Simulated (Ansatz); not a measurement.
# BH₂− (singlet): from Hartree-Fock to the top rungs, 6-31++G**

How much of the correlation energy of BH₂− (singlet) does each wave-function method recover here?

Computed with Ansatz 0.2.0, Gaussian basis. Level: 6-31++G**, core rule «outside noble gas», up to 1 orbitals frozen.

The runs, in order: UHF; CCSD(T) on RHF; CCSD(T) on UHF; BCCD(T) on RHF; CISD; CCSDT(Q) on RHF; CCSDT(Q) on UHF; CCSDTQ on RHF; CASSCF and MRCISD+Q, 6 electrons in 6 orbitals; CASSCF and NEVPT4(SD), 6 electrons in 6 orbitals; CASSCF and NEVPT2, 6 electrons in 6 orbitals; Full CI.

27 further runs of the same task are left out: 2 for a known fault of the program, 9 that didn't finish, 16 set aside as unsound or not needed.

### Step 1. What is computed

The geometry is a PBE0/def2-TZVPD stationary point (not a proven minimum) of the parent state, kept for this charge and spin.

3 atoms, charge -1, spin multiplicity 1.

Atoms are counted from 1 here; the program's logs count them from 0.

Bond lengths: B1–H2 1.209 Å, B1–H3 1.209 Å. Angles: H2–B1–H3 128.9°.

### Step 2. UHF

The input, in.yaml:

```yaml
crystal:
  periodic: [false, false, false]
  atoms:
    - {symbol: B, position_ang: [0.000000, -0.081894, 0.000000]}
    - {symbol: H, position_ang: [0.000000, 0.439190, -1.091073]}
    - {symbol: H, position_ang: [0.000000, 0.439190, 1.091073]}
basis:
  gaussian: {orbitals: "6-31++G**"}
total_charge: -1
magnetization: {spin_polarized: true, initial_magnetization: 0}
hamiltonian: {xc: hf}
output: {orbitals: {seedname: orbitals}}
```

On the command line:

```console
> ansatz run in.yaml --threads 1 --pin off --events-out ev --progress --plain --max-ram 2393MiB
```

The runs that follow: CCSD(T) on RHF; CCSD(T) on UHF; BCCD(T) on RHF; CISD; CCSDT(Q) on RHF; CCSDT(Q) on UHF; CCSDTQ on RHF; CASSCF and MRCISD+Q, 6 electrons in 6 orbitals; CASSCF and NEVPT4(SD), 6 electrons in 6 orbitals; CASSCF and NEVPT2, 6 electrons in 6 orbitals; Full CI.

Before running them: what should the planned runs give, taken together? Wanted: FCI below the RHF energy; RMP2 from FCI; RCCSD from FCI; RCCSD(T) from FCI; RCCSDT(Q) from FCI; NEVPT2 valence from FCI; NEVPT4(SD) valence from FCI; MRCISD+Q valence from FCI; T1 diagnostic.

As calculated:

```
                         quantity                                                            value
         FCI below the RHF energy                                                       -3.3340 eV
                    RMP2 from FCI                                                  +17.00 kcal/mol
                   RCCSD from FCI                                                   +2.86 kcal/mol
                RCCSD(T) from FCI                                                   +0.67 kcal/mol
               RCCSDT(Q) from FCI                                                   +0.02 kcal/mol
          NEVPT2 valence from FCI                                                  +17.24 kcal/mol
      NEVPT4(SD) valence from FCI                                                   +3.97 kcal/mol
        MRCISD+Q valence from FCI                                                   -0.05 kcal/mol
levels within 1 kcal/mol (43 meV)  RCCSD(T), BCCD(T), RCCSDT, RCCSDT(Q), RCCSDTQ, MRCISD+Q valence
                    T1 diagnostic                                                            0.013
   effectively unpaired electrons                                                             0.17
```

In words: RCCSD(T) misses by +0.67 kcal/mol, 0.9 % of the correlation energy. MRCISD+Q valence falls below full CI: the +Q correction isn't variational, and the cores differ from full CI's. One determinant dominates. Of the multireference levels listed MRCISD+Q valence comes nearest in total energy (-0.05 kcal/mol), which doesn't show that its space is the better one. These misses are within one basis, not against nature.
